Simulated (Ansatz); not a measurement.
**CHAlP (quartet): from Hartree-Fock to the top rungs, cc-pVDZ**

The task here is to estimate one member of a computed series from the others.

Method: cc-pVDZ, core rule «outside noble gas», up to 11 orbitals frozen; program: Ansatz 0.2.0, Gaussian basis.

Plan: UHF; CCSD(T) on ROHF; CCSD(T) on UHF; BCCD(T) on ROHF; CISD; CCSDT(Q) on ROHF; CCSDT(Q) on UHF.

27 further runs of the same task are left out: 9 that didn't finish, 18 set aside as unsound or not needed.

## The geometry

The geometry is a PBE0/def2-TZVP stationary point (not a proven minimum).

4 atoms, charge 0, spin multiplicity 4.

Atoms are counted from 1 here; the program's logs count them from 0.

Bond lengths: Al1–C2 1.894 Å, Al1–H4 1.592 Å, C2–P3 1.689 Å. Angles: C2–Al1–H4 121.6°, Al1–C2–P3 170.4°.

Geometry (Å):

```
Al    0.0000    0.4003    1.1162
C     0.0000    0.1812   -0.7654
P     0.0000    0.2689   -2.4525
H     0.0000   -0.8504    2.1016
```

The first run:

The input, in.yaml:

```yaml
crystal:
  periodic: [false, false, false]
  atoms:
    - {symbol: Al, position_ang: [-0.000002, 0.400252, 1.116230]}
    - {symbol: C, position_ang: [0.000017, 0.181182, -0.765378]}
    - {symbol: P, position_ang: [-0.000003, 0.268919, -2.452491]}
    - {symbol: H, position_ang: [-0.000011, -0.850353, 2.101639]}
basis:
  gaussian: {orbitals: cc-pVDZ}
magnetization: {spin_polarized: true, initial_magnetization: 3}
hamiltonian: {xc: hf}
output: {orbitals: {seedname: orbitals}}
```

The run is started by

```bash
$ ansatz run in.yaml --threads 1 --pin off --events-out ev --progress --plain --max-ram 2393MiB
```

Steps of the session up to this table: UHF; CCSD(T) on ROHF; CCSD(T) on UHF; BCCD(T) on ROHF; CISD; CCSDT(Q) on ROHF; CCSDT(Q) on UHF.

One of the session's tables, all rows but one given; the rest of the session is left out.

| method | from RCCSDT(Q) (meV) |
| --- | --- |
| ROHF | +8343.4 |
| UHF | +7961.8 |
| RMP2 | +1635.1 |
| UMP2 | +2028.5 |
| CISD | +1381.8 |
| RCCSD | +567.9 |
| UCCSD | +567.6 |
| RCCSD(T) | +197.8 |
| UCCSD(T) | +219.0 |
| BCCD(T) | +200.4 |
| RCCSDT | +65.0 |
| UCCSDT | +64.9 |
| RCCSDT(Q) | 0 |
| UCCSDT(Q) | ? |

**Question.** Estimate the row for UCCSDT(Q).

The run gave: from RCCSDT(Q) (meV): -4.0. In the column «from RCCSDT(Q) (meV)» it is the lowest.

With the free atoms at the same levels and basis (separate runs), the atomisation energy is 7.797 eV at RCCSDT(Q), 7.628 eV at RCCSD(T), 7.605 eV at UCCSD(T), 5.233 eV at ROHF.

Limits of these values: Restricted and unrestricted rows rest on different reference determinants; where their highest levels disagree by more than a few hundredths of an eV, they describe different states and don't form one ladder.
